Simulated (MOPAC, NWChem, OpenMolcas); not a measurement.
# C2H2F4 (norflurane): methods side by side

C2H2F4: 8 atoms, total charge 0, spin state singlet. As SMILES, `FCC(F)(F)F`. The shape is that of a PBE0-D4/def2-TZVP optimisation.

Each level gives the HOMO–LUMO gap (eV). The values are calculated.

| level | kind | program | value (eV) | CPU time |
| --- | --- | --- | --- | --- |
| PM6 | semi-empirical | MOPAC | 14.87 | under 2 s |
| HF/cc-pVDZ | Hartree–Fock | OpenMolcas | 20.02 | 8.8 s |
| SVWN5/cc-pVDZ | LDA | OpenMolcas | 8.86 | 27 s |
| PBE/cc-pVDZ | GGA | OpenMolcas | 9.00 | 41 s |
| r2SCAN/cc-pVDZ | meta-GGA | OpenMolcas | 9.96 | 53 s |
| PBE0/cc-pVDZ | global hybrid | OpenMolcas | 12.06 | 39 s |
| CAM-B3LYP/cc-pVDZ | range-separated hybrid | NWChem | 14.49 | 82 s |
| B2PLYP/cc-pVDZ | double hybrid | OpenMolcas | 15.03 | 29 s |

The values span 8.86 to 20.02 eV. Orbital gaps aren't excitation energies, and those of double hybrids come from the SCF part alone; they tend to grow with the share of exact exchange. CPU times are rough (shared hosts, several kinds of processor): they show what a rung costs within a factor of a few.
